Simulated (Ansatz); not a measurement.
## Ansatz (development build ahead of 0.2.0) run

```yaml
crystal:
  periodic: [false, false, false]
  atoms:
    - { symbol: "N", position_ang: [0.0, 0.0, 0.0] }
    - { symbol: S, position_ang: [0.0, 0.0, 1.494] }
basis:
  gaussian: { orbitals: def2-SVP }
magnetization:
  initial_magnetization: 1
hamiltonian:
  xc: hf
correlation:
  method: mp2
  frozen_orbitals: { "N": 1, S: 5 }
```

The input is written out in the form of the current development build from the run's settings. Correlation on restricted open-shell orbitals is semicanonical, with singles.

Output:

- Converged: yes
- Reference energy: -451.72191 hartree
- Correlation energy: -0.28637 hartree
- Total energy: -452.00828 hartree
- Spin squared of the determinant: 0.750
- Stability test: minimum among restricted orbitals
- Occupied orbitals by symmetry in an Abelian subgroup (alpha; beta): 7 A1 3 B1 2 B2; 7 A1 2 B1 2 B2

Messages of the program:
```
mean field -12291.97924038 eV, -451.7219052812 hartree, gradient 2.4e-6 eV, S^2 0.750000; 2 other ends of a descent, 0 dependent functions left out
```
